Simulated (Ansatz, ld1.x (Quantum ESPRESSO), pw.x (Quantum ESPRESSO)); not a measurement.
## aluminium: does the TM potential hold in the solid?

ld1.x (Quantum ESPRESSO) 7.5 input, shortened:

```
&input
   title='Al', zed=13., rel=1, dft='PBE', iswitch=3,
   config='[Ne] 3s1 3p2'
 /
 &inputp
   pseudotype=2, tm=.true., lloc=0,
   nlcc=.false.
 /
2
3P  2  1   2.00   0.00  1.85  1.85  0.0
3S  1  0   1.00   0.00  1.65  1.65  0.0
 &test
   configts(1)='3s1 3p2'
 /
```

Atomic tests: cutoffs needed: 10 Ry and 30 Ry (the cutoffs (Ry, on a coarse ladder) from which the occupation-weighted sum of valence levels, in a spherical-Bessel basis at the reference potential, stays within 10 and 1 mRy of its value at 400 Ry); ghost test: no extra level below or beside the all-electron valence levels (p, s, d, f tested) (spherical-Bessel basis up to 400 Ry, 20 bohr box); largest excitation error: +10 meV (all-electron minus pseudo) for 3s0 3p3, out of 7 test configurations.

Crystal test: fcc Al in pw.x 7.5, no spin, 14³ k-points, Fermi–Dirac smearing 0.01 Ry, cutoffs 40/160 Ry. The lattice is a test structure that the element need not adopt, and mesh and smearing are coarse.

pw.x input:

```
&control
  calculation='scf', prefix='x', pseudo_dir='./', outdir='./tmp', tstress=.true., disk_io='none'
/
&system
  ibrav=0, nat=1, ntyp=1, ecutwfc=40, ecutrho=160, nbnd=8,
  occupations='smearing', smearing='fd', degauss=0.01
/
&electrons
  conv_thr=1e-09, mixing_beta=0.4, electron_maxstep=70
/
ATOMIC_SPECIES
Al 1.0 Al.UPF
CELL_PARAMETERS angstrom
  0.00000000 2.02172157 2.02172157
  2.02172157 0.00000000 2.02172157
  2.02172157 2.02172157 0.00000000
ATOMIC_POSITIONS crystal
Al 0.0000 0.0000 0.0000
K_POINTS automatic
14 14 14 0 0 0
```

```bash
pw.x < Al.scf.in > Al.scf.out
```

Question: How does the run end?

Answer: It converges; the pressure is 7.12 GPa against -0.17 GPa from all-electron LAPW. This is a poor potential for the solid. The atomic tests give no hint of an error of this size, and its cause was not traced. The log shows:

```
     using ibrav=0 with symmetry is DISCOURAGED, use correct ibrav instead
     lattice parameter (alat)  =       5.4030  a.u.
     unit-cell volume          =     111.5297 (a.u.)^3
     number of electrons       =         3.00
     number of Kohn-Sham states=            8
     kinetic-energy cutoff     =      40.0000  Ry
     charge density cutoff     =     160.0000  Ry
     scf convergence threshold =      1.0E-09
     Exchange-correlation= PBE
     number of k points=   104  Fermi-Dirac smearing, width (Ry)=  0.0100
     iteration #  1     ecut=    40.00 Ry     beta= 0.40
     total energy              =      -4.13219832 Ry
     estimated scf accuracy    <       0.00210465 Ry
     iteration #  2     ecut=    40.00 Ry     beta= 0.40
     total energy              =      -4.13249871 Ry
     estimated scf accuracy    <       0.00074934 Ry
     iteration #  3     ecut=    40.00 Ry     beta= 0.40
     total energy              =      -4.13253258 Ry
     estimated scf accuracy    <       0.00000074 Ry
     iteration #  4     ecut=    40.00 Ry     beta= 0.40
     total energy              =      -4.13253352 Ry
     estimated scf accuracy    <       0.00000011 Ry
     iteration #  5     ecut=    40.00 Ry     beta= 0.40
     total energy              =      -4.13253356 Ry
     estimated scf accuracy    <          3.1E-09 Ry
     iteration #  6     ecut=    40.00 Ry     beta= 0.40
     the Fermi energy is     8.1668 ev
!    total energy              =      -4.13253356 Ry
     estimated scf accuracy    <          4.3E-10 Ry
     smearing contrib. (-TS)   =      -0.00204314 Ry
     The total energy is F=E-TS. E is the sum of the following terms:
     one-electron contribution =       2.86592434 Ry
     hartree contribution      =       0.00767101 Ry
     xc contribution           =      -1.60377713 Ry
     ewald contribution        =      -5.40030864 Ry
     convergence has been achieved in   6 iterations
          total   stress  (Ry/bohr**3)                   (kbar)     P=       71.15
     Message from routine punch:
     Nothing written, as per user request (disk_io='none')
```
